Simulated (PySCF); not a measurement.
**HAl–NH, triplet: vertical spin and charge gaps**

Geometry (PBE0/def2-TZVP stationary point for this spin, not checked as a minimum):

```xyz
4

Al    0.0000   -0.0849    0.6205
N     0.0000    0.0356   -1.1435
H     0.0000    1.3500    1.3538
H     0.0000    0.4271   -2.0731
```

Basis 6-31G; PySCF 2.14.0. Correlated methods freeze the noble-gas cores. Prefix R: restricted or restricted open-shell reference; prefix U: unrestricted.

Gaps are energies of the second state less the first, at fixed atoms, for a selection of the levels run; mean-field and cluster levels share one orbital occupation for each state, and full CI takes the lowest of the symmetries tried.

Question: PBE gives 7.924 eV for removing an electron, to the doublet. Estimate what RCCSDT gives in 6-31G.

Answer: RCCSDT in 6-31G gives 7.542 eV, so against it PBE is off by 0.382 eV, of which a good part can be the reference's own basis and frozen-core error.

```tsv
level	gap (eV)	error (meV)
RHF	7.826	284
RMP2	7.621	79
RCCSD	7.565	23
UCCSD	7.566	24
RCCSD(T)	7.542	0
UCCSDT	7.543	1
B3LYP	8.034	492
wB97M-V	7.807	265
B2PLYP	7.831	289
```

Removing an electron, to the quartet: 8.864 eV at RCCSDT.

```tsv
level	gap (eV)	error (meV)
RHF	8.008	-856
UHF	7.897	-967
UMP2	8.851	-13
RCCSD	8.815	-49
UCCSD	8.812	-52
RCCSD(T)	8.855	-9
PBE	9.584	720
r2SCAN	9.547	683
PBE0	9.495	631
B3LYP	9.589	725
```

Quintet less triplet: 3.967 eV at RCCSDT.

```json
{"level": "RHF", "gap (eV)": "3.156", "error (meV)": "-811"}
{"level": "UHF", "gap (eV)": "3.075", "error (meV)": "-892"}
{"level": "RMP2", "gap (eV)": "4.004", "error (meV)": "37"}
{"level": "UMP2", "gap (eV)": "3.989", "error (meV)": "22"}
{"level": "RCCSD", "gap (eV)": "3.924", "error (meV)": "-43"}
{"level": "UCCSD", "gap (eV)": "3.924", "error (meV)": "-43"}
{"level": "RCCSD(T)", "gap (eV)": "3.960", "error (meV)": "-7"}
{"level": "UCCSD(T)", "gap (eV)": "3.960", "error (meV)": "-7"}
{"level": "UCCSDT", "gap (eV)": "3.966", "error (meV)": "-1"}
{"level": "PBE", "gap (eV)": "4.171", "error (meV)": "204"}
{"level": "r2SCAN", "gap (eV)": "4.094", "error (meV)": "127"}
{"level": "PBE0", "gap (eV)": "4.125", "error (meV)": "158"}
{"level": "B3LYP", "gap (eV)": "4.331", "error (meV)": "364"}
{"level": "wB97M-V", "gap (eV)": "4.505", "error (meV)": "538"}
{"level": "B2PLYP", "gap (eV)": "4.290", "error (meV)": "323"}
```

In so small a basis the reference is far from its limit while semilocal and hybrid functionals are nearer theirs (RPA and double hybrids share much of the reference's basis error), so the functionals' errors here hold much of the reference's basis and frozen-core error, which can add to them or hide them.

Full CI isn't at hand for all of this; RCCSDT serves as the reference. It lacks quadruple excitations, which often exceed the step from CCSD(T) to CCSDT. The frozen core follows each run's orbitals, which can shift R against U totals by a few meV.
